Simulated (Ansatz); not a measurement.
Geometry optimisation, UKS B3LYP-D4/def2-SVPD in Ansatz 0.2.0.

input.yaml

```yaml
crystal:
  periodic: [false, false, false]
  atoms:
    - { symbol: H, position_ang: [-0.866356, -0.496378, 1.194869] }
    - { symbol: Si, position_ang: [-0.697592, -0.308392, -0.232426] }
    - { symbol: C, position_ang: [0.97893, 0.492842, -0.565046] }
    - { symbol: H, position_ang: [-0.800255, -0.581063, 3.113582] }
    - { symbol: H, position_ang: [-1.810432, 0.550252, -0.731848] }
    - { symbol: H, position_ang: [-0.798163, -1.638009, -0.901055] }
    - { symbol: H, position_ang: [1.062232, 1.449716, -0.026802] }
    - { symbol: H, position_ang: [1.794191, -0.159977, -0.216892] }
    - { symbol: H, position_ang: [1.137346, 0.691007, -1.634483] }
magnetization:
  spin_polarized: true
  initial_magnetization: 1
basis:
  gaussian: { orbitals: def2-SVPD }
hamiltonian:
  xc: b3lyp
  dispersion: d4
relax:
  f_tol: 0.03
  max_steps: 50
```

Run as:

```bash
$ ansatz run input.yaml --threads 4 --pin off --max-ram 5120MiB --backend cpu --events-out ev --progress --plain --runs-dir out
```

Q: Where does it end, and by what steps?

A: The forces met the threshold. The force dipped under the threshold on the way, but the program's further checks kept it going. After 6 steps the energy has fallen by 0.026 eV; H4 moved furthest, 0.36 Å.

```
step  energy less start (eV)  largest force component (eV/Å)  accepted
   0                  0.0000                           0.886       yes
   1                 -0.0206                           0.300       yes
   2                 -0.0234                           0.022       yes
   3                 -0.0238                           0.041       yes
   4                 -0.0255                           0.042       yes
   5                 -0.0260                           0.010       yes
   6                 -0.0261                           0.005       yes
```

```xyz
9
Properties=species:S:1:pos:R:3
H -0.857 -0.493 1.207
Si -0.678 -0.290 -0.261
C 0.996 0.505 -0.616
H -0.931 -0.698 3.429
H -1.786 0.578 -0.754
H -0.782 -1.617 -0.934
H 1.077 1.488 -0.128
H 1.819 -0.125 -0.245
H 1.142 0.652 -1.697
```

Whether the end is a true minimum wasn't checked by a vibrational analysis.

The run took 16 s on 4 threads of Arm Neoverse N1 (shared host), peak memory 0.2 GiB.
